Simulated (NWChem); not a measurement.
## Basis-set dependence for F (-1)

```
F
```
Charge -1, spin multiplicity 1.

Program: NWChem.

Hartree-Fock energies in Ha, correlation energies in mHa.

The correlated methods keep 1 core orbital frozen. Coupled-cluster values serve here as a point of comparison, not as the truth.

| basis | functions | RHF | MP2 | SCS-MP2 | CCSD | CCSD+T(CCSD) | CCSD(T) | CR-CCSD[T] | CR-CCSD(T) |
|---|---|---|---|---|---|---|---|---|---|
| aug-cc-pVDZ | 23 | -99.42828 | -237.7 | -227.8 | -234.4 | -242.3 | -240.4 | -241.1 | -239.5 |
| aug-cc-pVTZ | 46 | -99.45081 | -295.1 | -286.2 | -288.5 | -300.2 | -298.7 | -298.5 | -297.3 |

From aug-cc-pVDZ to aug-cc-pVTZ the Hartree-Fock energy moves by -22.5 mHa and the MP2 correlation energy by -57.4 mHa, which is 19 % of its value in the larger set.
